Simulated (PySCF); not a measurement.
Quadrupole coupling of boron monofluoride: levels of theory against gas-phase measurements

Values to reproduce (atoms as numbered below): 11B at B1: χzz = -4.305 MHz [1].
[1] measured, gas; W. C. Bailey, Calculation of NQCC in Gaseous State Molecules (compilation of microwave values)

Species: boron monofluoride, BF (singlet state).
Geometry (PBE0-D3(BJ)/def2-SVP, Å), atoms numbered from 1 in this order:
```xyz
2
BF angstrom
B      0.6341   -0.0074   -0.0039
F     -0.6286    0.0099   -0.0244
```

How do the computed couplings compare?

PySCF, non-relativistic, all at one geometry, with Q(11B) = 0.04059 b:

| level | functions | 11B B1 (MHz) | computed/reference − 1 (%) |
| --- | --- | --- | --- |
| B3LYP/pcJ-0 | 26 | -4.365 | +1.4 |
| B3LYP/6-31G* | 28 | -4.024 | -6.5 |
| B3LYP/pcJ-1 | 54 | -4.634 | +7.6 |
| B3LYP/cc-pVTZ | 60 | -4.810 | +11.7 |
| B3LYP/def2-TZVP | 62 | -4.755 | +10.5 |
| B3LYP/aug-cc-pVTZ-J | 92 | -4.851 | +12.7 |
| B3LYP/pcJ-2 | 102 | -4.835 | +12.3 |
| B97-2/pcJ-1 | 54 | -4.399 | +2.2 |
| BHandHLYP/pcJ-1 | 54 | -4.726 | +9.8 |
| CAM-B3LYP/pcJ-1 | 54 | -4.675 | +8.6 |
| HF/pcJ-1 | 54 | -4.685 | +8.8 |
| KT2/pcJ-1 | 54 | -4.118 | -4.3 |
| LDA/pcJ-1 | 54 | -4.357 | +1.2 |
| PBE/pcJ-1 | 54 | -4.400 | +2.2 |
| PBE0/pcSseg-1 | 34 | -4.810 | +11.7 |
| PBE0/pcJ-1 | 54 | -4.484 | +4.2 |

Closest here is LDA/pcJ-1 (1.2 % unsigned error), furthest B3LYP/aug-cc-pVTZ-J (12.7 %); one molecule doesn't rank methods. Computed values are for fixed nuclei, while measured ones can include vibrational averaging.
